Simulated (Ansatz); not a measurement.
Conformers of C5H10, SMILES `C=CC(C)C`, each relaxed with PBE0-D4/def2-TZVP in Ansatz. CBS adds the triple-zeta coupled-cluster correction to the MP2 limit.

Not all of them had a frequency check.

Conformer A:

Z-matrix (Å, degrees):
```
C
C 1 1.499
C 1 1.528 2 109.8
C 1 1.518 2 113.9 3 125.4
H 1 1.100 2 106.6 3 -115.6
C 2 1.326 1 126.9 3 -123.5
H 2 1.089 1 114.6 3 55.6
H 3 1.093 1 110.9 2 -174.7
H 3 1.093 1 110.5 2 65.4
H 3 1.093 1 111.4 2 -54.4
H 4 1.094 1 111.0 2 -62.6
H 4 1.092 1 111.7 2 58.0
H 4 1.092 1 110.4 2 178.1
H 6 1.084 2 122.2 1 -0.8
H 6 1.084 2 121.1 1 179.3
```

Conformer B:

```xyz
15

C     1.531    0.267   -1.649
C     0.902    0.488   -0.504
C    -0.287   -0.272   -0.006
C     0.038   -0.974    1.309
C    -1.486    0.658    0.160
H     2.389    0.857   -1.950
H     1.208   -0.515   -2.329
H     1.256    1.283    0.152
H    -0.538   -1.033   -0.754
H    -0.826   -1.534    1.676
H     0.873   -1.669    1.191
H     0.314   -0.246    2.079
H    -1.267    1.445    0.888
H    -2.359    0.107    0.519
H    -1.748    1.139   -0.784
```

**Question.** Which is lowest in electronic energy at CCSD(T)/CBS (frozen core, def2 sets), and by how much? (Estimate.)

**Answer.** Computed: B; A lies 1.0 kJ/mol higher. Gaps under about 2 kJ/mol don't settle the order.

**Question.** Give the energies relative to B (kJ/mol) with r2SCAN-D4/def2-TZVPP, ωB97X-V/def2-TZVPP, ωB97M-V/def2-TZVPP, MP2/def2-TZVPP, SCS-MP2/def2-TZVPP, HF/CBS(def2), CCSD/CBS(def2). (Estimate.)

**Answer.** The calculation gave: 
```
               level    A
r2SCAN-D4/def2-TZVPP  0.8
  ωB97X-V/def2-TZVPP  1.1
  ωB97M-V/def2-TZVPP  0.9
      MP2/def2-TZVPP  1.4
  SCS-MP2/def2-TZVPP  2.1
        HF/CBS(def2)  3.9
      CCSD/CBS(def2)  1.3
```
